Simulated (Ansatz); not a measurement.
**Al2S (singlet): wave-function methods side by side, cc-pVDZ**

One table from this session's results is given with a row withheld; the runs are named, their logs left out.

Method: cc-pVDZ, core rule «outside noble gas», up to 15 orbitals frozen; program: Ansatz 0.2.0, Gaussian basis.

Plan: UHF; CCSD(T) on RHF; BCCD(T) on RHF; CISD; CCSDT(Q) on RHF.

35 further runs of the same task are left out: 11 for a known fault of the program, 11 that didn't finish, 13 set aside as unsound or not needed. Runs told in other sessions of the task aren't counted.

**What is computed**

The geometry is a PBE0/def2-TZVP stationary point (not a proven minimum) of the parent state, kept for this charge and spin.

3 atoms, charge 0, spin multiplicity 1.

Atoms are counted from 1 here; the program's logs count them from 0.

Bond lengths: Al1–S2 2.194 Å, S2–Al3 2.166 Å. Angles: Al1–S2–Al3 180.0°.

Set-up of the first run:

File in.yaml:

```yaml
crystal:
  periodic: [false, false, false]
  atoms:
    - {symbol: Al, position_ang: [0.000000, 0.000000, 2.184700]}
    - {symbol: S, position_ang: [0.000000, 0.000000, -0.009600]}
    - {symbol: Al, position_ang: [0.000000, 0.000000, -2.175100]}
basis:
  gaussian: {orbitals: cc-pVDZ}
magnetization: {spin_polarized: true, initial_magnetization: 0}
hamiltonian: {xc: hf}
output: {orbitals: {seedname: orbitals}}
```

Started as:

```console
$ ansatz run in.yaml --threads 1 --pin off --events-out ev --progress --plain --max-ram 2393MiB
```

Steps of the session up to this table: UHF; CCSD(T) on RHF; BCCD(T) on RHF; CISD; CCSDT(Q) on RHF.

One table of the session follows, with a row left open; its other results are not shown here.

| method | from RCCSDT(Q) (kcal/mol) |
| --- | --- |
| RHF | +165.15 |
| RMP2 | +28.46 |
| CISD | +25.40 |
| RCCSD | +7.01 |
| RCCSD(T) | +1.18 |
| BCCD(T) | +1.10 |
| RCCSDT | ? |
| RCCSDT(Q) | 0 |

Estimate the missing values for RCCSDT.

The run gave: from RCCSDT(Q) (kcal/mol): +0.57. In the column «from RCCSDT(Q) (kcal/mol)» it lies between RCCSDT(Q) (0) and BCCD(T) (+1.10).
